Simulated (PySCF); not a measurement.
**Working out the electron affinity of B**

B⁻ [He] 2s2 2p2 (3P) → B [He] 2s2 2p1 (2P). Computed with PySCF 2.14 in aug-cc-pVQZ-DK (6s5p4d3f2g, 80 functions), with the spin-free X2C one-electron Hamiltonian (Gaussian nucleus). Frozen: 1s2. Energies in hartree (1 hartree = 27.21139 eV):

| part | B⁻ (lower) | B (upper) |
| --- | --- | --- |
| UHF | -24.528475 | -24.539730 |
| MP2 opposite-spin | -0.052459 | -0.043823 |
| MP2 same-spin | -0.014260 | -0.003428 |

**Question.** What does Hartree-Fock give?

**Answer.** (-24.539730) − (-24.528475) = -0.011255 hartree = -0.306 eV.

**Question.** What do MP2 and SCS-MP2 (6/5 opposite-spin, 1/3 same-spin) give?

**Answer.** The opposite-spin parts differ by 0.235 eV and the same-spin parts by 0.295 eV. MP2: -0.306 + (0.235) + (0.295) = 0.224 eV. SCS-MP2: -0.306 + 1.2 × (0.235) + (0.295)/3 = 0.074 eV.

A first-order spin-orbit estimate adds -0.001 eV to MP2 (valence), giving 0.223 eV against 0.280 eV (measured; photodetachment measurements, as compiled on the Wikipedia data page of electron affinities).

What remains against the reference includes basis incompleteness, the frozen core and correlation beyond second order.
